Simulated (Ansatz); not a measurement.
What does this script print? It uses the Python package of Ansatz (0.2.0).

The script, `alh5s.py`:
```python
"""Energy of AlH5S as one group turns about a bond."""

import logging
import sys

import ansatz as az
from ase import Atoms

logging.basicConfig(stream=sys.stdout, format="%(name)s: %(message)s")
logger = logging.getLogger("run")
logger.setLevel(logging.INFO)

BASIS = "6-31G*"
XC = "pbe0"
FMAX = 0.02


def main() -> None:
    atoms = Atoms(["Al", "S", "H", "H", "H", "H", "H"], positions=[
        (-0.4033, -0.6927, -0.3938),
        (0.8308, 0.6287, 0.8913),
        (-0.3798, -2.1659, 0.0603),
        (-1.8938, -0.1469, -0.3018),
        (0.0423, -0.5384, -1.9381),
        (0.0577, 1.5906, 1.5114),
        (1.8074, 1.2566, 0.125),
    ])

    # start the scan from a relaxed geometry
    first = (
        az.Crystal.molecule_from_ase(atoms).calculation()
        .basis(gaussian=BASIS)
        .functional(XC)
        .relax(force_tolerance=FMAX, max_steps=80)
    )
    atoms.positions = first.run(threads=1).report["positions_ang"]

    start = atoms.get_dihedral(2, 0, 1, 5)
    energies = {}
    for turn in range(0, 360, 40):
        turned = atoms.copy()
        turned.set_dihedral(2, 0, 1, 5, start + turn, indices=[1, 5, 6])
        calculation = (
            az.Crystal.molecule_from_ase(turned).calculation()
            .basis(gaussian=BASIS)
            .functional(XC)
        )
        energies[round((start + turn) % 360)] = calculation.run(threads=1).report["free_energy_ev"]
    floor = min(energies.values())
    logger.info("dihedral H2-Al0-S1-H5 (deg)   E - E(min) (eV)")
    for angle, e in sorted(energies.items()):
        logger.info(f"{angle:8d} {(e - floor):14.3f}  " + "#" * int(30 * (e - floor) / max(max(energies.values()) - floor, 1e-9)))


if __name__ == "__main__":
    main()
```

```console
$ python alh5s.py
run: dihedral H2-Al0-S1-H5 (deg)   E - E(min) (eV)
run:       14          0.022  ##################
run:       54          0.004  ###
run:       94          0.035  ##############################
run:      134          0.023  ###################
run:      174          0.000
run:      214          0.031  ##########################
run:      254          0.024  #####################
run:      294          0.004  ###
run:      334          0.032  ###########################
```

The scan is rigid and the energies are electronic, in a modest basis. With rigid groups the curve can differ much from the relaxed path, the start wasn't checked as a minimum of this torsion, and equivalent turns needn't return to the same energy. It ran for 32 s on 1 thread of Arm Neoverse V2, on a shared host, peak memory 0.18 GiB.

(Lines on the test bed's own set-up are left out of the output.)
